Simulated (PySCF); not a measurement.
C₅H₅N.
Cartesian coordinates in Å at the PBE0-D3(BJ)/def2-SVP level; atoms count from 1:
```
atom  x, y, z in Å
C1     2.311    0.954   -0.233
C2     1.145    0.639   -0.115
C3    -0.209    0.202    0.035
C4    -1.256    1.043   -0.059
C5    -0.429   -1.243    0.303
N6     0.450   -2.148    0.411
H7     3.338    1.250   -0.341
H8    -1.121    2.108   -0.257
H9    -2.275    0.666    0.063
H10   -1.490   -1.525    0.414
H11    1.388   -1.744    0.283
```

Theory: TDDFT CAM-B3LYP/def2-SVPD, vertical, gas phase, core orbitals frozen in the response (PySCF).

Transition dipole moments from the ground state, in atomic units and in the frame of the coordinates above (overall signs are arbitrary), for the states with f of 0.002 or more among the lowest 10:

```
state  E (eV)      μx      μy      μz
   S1   4.769  -0.007  -0.030  -0.164
   S3   5.485   1.266  -0.637   0.046
   S5   6.556   0.287  -1.067   0.172
   S6   6.788  -0.080   0.039  -0.114
   S7   6.801   0.494  -0.407   0.028
  S10   7.792  -0.026  -0.080  -0.450
```

(1) Work out the oscillator strengths.

(2) Which bond between heavy atoms lies closest to the direction of the S3 transition dipole?

(3) What angle do the transition dipoles of S5 and S7 make?

(4) What peak molar absorption coefficient would the strongest computed level give as a lone Gaussian band 0.4 eV wide at half height?

Answers

(1) f = (2/3) ΔE |μ|² with ΔE in hartree (27.2114 eV).

```csv
state,|μ|² (au),|μ| (D),f
S1,0.028,0.42,0.003
S3,2.009,3.60,0.270
S5,1.249,2.84,0.201
S6,0.021,0.37,0.003
S7,0.410,1.63,0.068
S10,0.210,1.16,0.040
```

(2) C3–C4, at 12° from it; next C5–N6 at 19°.

(3) |cos θ| = |μa·μb| / (|μa| |μb|) = 0.81, so θ ≈ 36° (taken between 0 and 90°, since the signs are arbitrary).

(4) ε(max) = 2.175×10⁸ f / FWHM, with the width in cm⁻¹. S3: 2.175×10⁸ × 0.2700 / 3226 ≈ 18000 L mol⁻¹ cm⁻¹.

The vertical ionisation energy (ΔSCF) is 9.63 eV, 1.84 eV above S10.

One conformer stands for the species.
